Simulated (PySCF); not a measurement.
## How methods differ on the electron affinity of F

F⁻ [Ne] (1S) → F [He] 2s2 2p5 (2P), as a difference of total energies. Calculation: PySCF 2.14, in def2-QZVPPD; the non-relativistic Hamiltonian (point nucleus). Correlated levels: valence: 1s2 frozen; valence and next inner shell: nothing frozen. The calculations carry no spin-orbit coupling.

```json
{"method": "UHF", "electron affinity (eV)": "1.176"}
{"method": "LDA", "electron affinity (eV)": "4.134"}
{"method": "PBE", "electron affinity (eV)": "3.669"}
{"method": "PBE0", "electron affinity (eV)": "3.240"}
{"method": "r2SCAN", "electron affinity (eV)": "3.308"}
{"method": "TPSSh", "electron affinity (eV)": "3.285"}
{"method": "wB97M-V", "electron affinity (eV)": "3.354"}
{"method": "HSE06", "electron affinity (eV)": "3.243"}
{"method": "PW91", "electron affinity (eV)": "3.736"}
{"method": "MP2 (valence)", "electron affinity (eV)": "3.655"}
{"method": "SCS-MP2 (valence)", "electron affinity (eV)": "3.474"}
{"method": "MP2 (valence and next inner shell)", "electron affinity (eV)": "3.662"}
{"method": "SCS-MP2 (valence and next inner shell)", "electron affinity (eV)": "3.478"}
```

Problem. How much does correlation contribute at MP2 (valence and next inner shell)?

Solution. 3.662 − (1.176) = 2.486 eV, measured against UHF.

A first-order spin-orbit estimate (lowest level to lowest level, LS coupling) adds -0.017 eV.

Errors of the correlated levels include the incompleteness of this basis and the frozen core.

In the anion the highest occupied orbital energy is positive at LDA, PBE, r2SCAN, TPSSh, HSE06, PW91, a self-interaction effect; the basis confines that electron, and the energy difference can still be sensible.

For comparison: 3.401 eV (measured; photodetachment measurements, as compiled on the Wikipedia data page of electron affinities).
